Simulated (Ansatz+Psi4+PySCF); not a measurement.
```yaml
atoms:
  - { symbol: Si, position_ang: [0.0000, 0.0000, -0.0071] }
  - { symbol: S, position_ang: [0.0000, 0.0000, 2.3231] }
```

Basis set: cc-pV(T+d)Z (spherical functions). Correlated methods keep 10 orbitals frozen. Charge 0, multiplicity 1.

Computed with Ansatz (development build ahead of 0.2.0) and Psi4 1.11; each method stands on the lowest determinant of its kind that the runs found. Restricted open shells among the atoms or ions are ROHF, correlated in semicanonical orbitals with singles.

Give the vertical ionization energy (product with multiplicity 2 at the same shape, open shells in the same class of orbitals) of singlet SiS by RHF-MP2, RHF.

| method | ionization energy |
| --- | --- |
| RHF-MP2 | 9.54 eV |
| RHF | 7.86 eV |

Caution: stretched shape with no unrestricted run beside it, a lower state can exist; unrestricted orbitals would lower the determinant. Caution for RHF-MP2: MP2 on this radical cation hangs on the determinant chosen; a plain start can end on a higher determinant; bonds are stretched, where a single reference can fail; large amplitudes, a single reference is doubtful.
